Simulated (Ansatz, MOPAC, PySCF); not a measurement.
Molecule: C2H3 (charge -1, singlet). SMILES: [CH-]=C
Geometry from a B3LYP-D3(BJ)/def2-TZVP (Ansatz, a quantum-chemistry and plane-wave program) optimisation:
```xyz
5

C      0.0128     0.1088     0.7759
C     -0.0100     0.0373    -0.5734
H      0.0249    -0.9369     1.1761
H     -0.0253     0.9437    -1.1977
H     -0.0161    -0.8834    -1.1933
```
Charge -1, spin multiplicity 1.

Unscaled harmonic wavenumbers (cm⁻¹) in rising order, each level at the stationary point that it reaches from this structure (no distance between atoms moves by over 0.3 Å); the order of modes can differ between levels, and a negative number is imaginary. B3LYP-D3(BJ)/def2-TZVP (PySCF, at the structure above): 856, 942, 1096, 1233, 1390, 1538, 2715, 2820, 2926.

AM1 (MOPAC): 792, 943, 970, 1059, 1413, 1742, 2970, 3055, 3143. Zero-point energy 23.0 against 22.2 kcal/mol; where all levels lie over 400 cm⁻¹, the wavenumbers are on average 1.008 times those of B3LYP-D3(BJ)/def2-TZVP.

HF/3-21G (Ansatz): 951, 1051, 1211, 1389, 1497, 1706, 2723, 3027, 3100. Zero-point energy 23.8 against 22.2 kcal/mol; where all levels lie over 400 cm⁻¹, the wavenumbers are on average 1.087 times those of B3LYP-D3(BJ)/def2-TZVP.
